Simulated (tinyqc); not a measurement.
Inside a calculation. Method: geometry optimisation on the RHF/sto-6g surface (energies and gradients from PySCF), for H2O, spin multiplicity 1. One step of it, computed by the program tinyqc.

Question. Step 2: move. Quasi-Newton step p = -H^(-1) g (the inverse Hessian comes from BFGS updates; coordinates in the order x, y, z of each atom); steps longer than 0.5 bohr are cut back.

positions after step 1 (bohr):
```
            x          y         z
1O  -0.036156   0.114670  0.194417
2H   0.012984   1.357618  1.132427
3H  -0.067535  -1.544097  1.305544
```

gradient (hartree/bohr):
```
              x            y            z
1O   0.01195770   0.32643744   0.18085051
2H  -0.01009037  -0.24450949  -0.21379557
3H  -0.00186733  -0.08192795   0.03294506
```

inverse Hessian in use (bohr^2/hartree), lower triangle:
```
           1          2          3          4          5         6         7         8
1   6.663212
2  -0.096108   4.075747
3  -0.048724  -1.518308   6.301760
4   0.003141   0.076960   0.064892   6.665127
5   0.079479   1.803274   1.926477  -0.020766   6.852878
6   0.059913   1.752476   0.675056  -0.065326  -1.802894  5.717272
7   0.000314   0.019147  -0.016168  -0.001602  -0.058713  0.005413  6.667954
8   0.016629   0.787646  -0.408168  -0.056194  -1.989485  0.050418  0.039565  7.868506
9  -0.011189  -0.234168  -0.310150   0.000435  -0.123583  0.274338  0.010754  0.357750

          9
9  6.702478
```

Give: positions after step 2.

Answer.

positions after step 2 (bohr):
```
          x        y       z
1O  -0.0416  -0.0514  0.1437
2H   0.0197   1.5505  1.2135
3H  -0.0687  -1.5709  1.2752
```
